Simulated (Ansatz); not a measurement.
Reaction: CH5BO2 (SMILES OB(C)O) → CH4BO (SMILES [B](O)C, doublet) + HO (SMILES [OH], doublet) (the B-O bond breaks)
Each species at its own B3LYP-D3(BJ)/def2-TZVP minimum (Ansatz, an electronic-structure program), one conformer.

Total energies in hartree (Ansatz). UHF or UKS for unpaired electrons; spin-orbit terms are left out. Cores are frozen in correlated methods. No relativity.

```tsv
species	HF/cc-pVTZ	CCSD(T)/cc-pVTZ	HF/cc-pVQZ	CCSD(T)/cc-pVQZ	CCSD(T)/cc-pVDZ	CCSDT(Q)/cc-pVDZ
1: CH5BO2 (methylboronic acid, SMILES CB(O)O)	-215.39815	-216.20996	-215.41469	-216.27834	-215.97590	-215.97810
2: CH4BO (SMILES C[B]O, doublet)	-139.79353	-140.33164	-139.80386	-140.37433	-140.18447	-140.18619
3: HO (SMILES [OH], doublet)	-75.41896	-75.63769	-75.42557	-75.66159	-75.55935	-75.55979
```

### Question
Work out the bond dissociation energy (electronic) in kcal/mol: take Hartree-Fock from cc-pVQZ, extrapolate the CCSD(T) correlation energy as X^-3 (X = 3, 4), and add CCSDT(Q) - CCSD(T) in cc-pVDZ. 1 hartree = 627.51 kcal/mol.

### Answer

Species 1: correlation (64·(-0.86365) - 27·(-0.81181))/37 = -0.90148; step -0.00220; E1 = -215.41469 + (-0.90148) + (-0.00220) = -216.31837
Species 2: correlation (64·(-0.57047) - 27·(-0.53811))/37 = -0.59408; step -0.00172; E2 = -139.80386 + (-0.59408) + (-0.00172) = -140.39966
Species 3: correlation (64·(-0.23602) - 27·(-0.21873))/37 = -0.24864; step -0.00044; E3 = -75.42557 + (-0.24864) + (-0.00044) = -75.67465
-1·E1 +1·E2 +1·E3 = 0.24406 hartree = 153.1 kcal/mol.
